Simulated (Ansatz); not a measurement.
# CH₄AlS+ (SMILES [CH2+][S][AlH2]): single points off equilibrium

An exercise on one series of results from a longer session: the logs are not shown, and one member is left open.

Program: Ansatz 0.2.0, Gaussian basis. Level of theory: single points in def2-TZVPP. These are calculated values, not measurements.

Cores are frozen in the correlated methods.

### The starting structure

SMILES `[CH2+][S][AlH2]`, 7 atoms, charge 1, spin multiplicity 1.

Atoms are counted from 1 here; the program's logs count them from 0.

Bond lengths: C1–S2 1.608 Å, C1–H4 1.085 Å, C1–H5 1.091 Å, S2–Al3 2.411 Å, Al3–H6 1.603 Å, Al3–H7 1.613 Å. Angles: S2–C1–H4 117.9°, S2–C1–H5 123.8°, H4–C1–H5 118.1°, C1–S2–Al3 96.4°, S2–Al3–H6 111.1°, S2–Al3–H7 102.1°, H6–Al3–H7 146.5°.

Coordinates:

```
C    -1.3501    0.1572   -0.6113
S    -0.0861   -0.5638   -1.2966
Al    1.4600   -0.1706    0.5117
H    -2.2860    0.1711   -1.1593
H    -1.3417    0.5615    0.4023
H     0.7321    0.5408    1.7507
H     2.8575   -0.6645   -0.1239
```

Set-up of the first run:

Contents of run/in.yaml:

```yaml
crystal:
  periodic: [false, false, false]
  atoms:
    - {symbol: C, position_ang: [-1.350135, 0.157162, -0.611254]}
    - {symbol: S, position_ang: [-0.086146, -0.563806, -1.296589]}
    - {symbol: Al, position_ang: [1.459973, -0.170596, 0.511656]}
    - {symbol: H, position_ang: [-2.285958, 0.171108, -1.159261]}
    - {symbol: H, position_ang: [-1.341716, 0.561511, 0.402342]}
    - {symbol: H, position_ang: [0.732078, 0.540761, 1.750708]}
    - {symbol: H, position_ang: [2.857531, -0.664521, -0.123920]}
basis:
  gaussian: {orbitals: def2-TZVPP}
total_charge: 1
hamiltonian: {xc: pbe, dispersion: d4}
output: {forces: true}
```

The run is started by

```
> ansatz run in.yaml --threads 2 --pin off --events-out ev --progress --plain --max-ram 3481MiB
```

Among the steps run: PBE-D4/def2-TZVPP; r2SCAN-D4/def2-TZVPP; PBE0-D4/def2-TZVPP; wB97M-V/def2-TZVPP; CCSD(T)/def2-TZVPP.

One of the session's tables, all rows but one given; the rest of the session is left out.

| method | RMS force component (eV/Å) | angle to CCSD(T) forces (°) |
| --- | --- | --- |
| PBE-D4 | ? | ? |
| r2SCAN-D4 | 0.344 | 15.7 |
| PBE0-D4 | 0.315 | 27.6 |
| wB97M-V | 0.358 | 29.9 |
| CCSD(T) | 0.416 | reference |

Q: Estimate the row for PBE-D4 from the others.

**Answer.** RMS force component (eV/Å): 0.332; angle to CCSD(T) forces (°): 19.2. In the column «RMS force component (eV/Å)» it lies between PBE0-D4 (0.315) and r2SCAN-D4 (0.344).
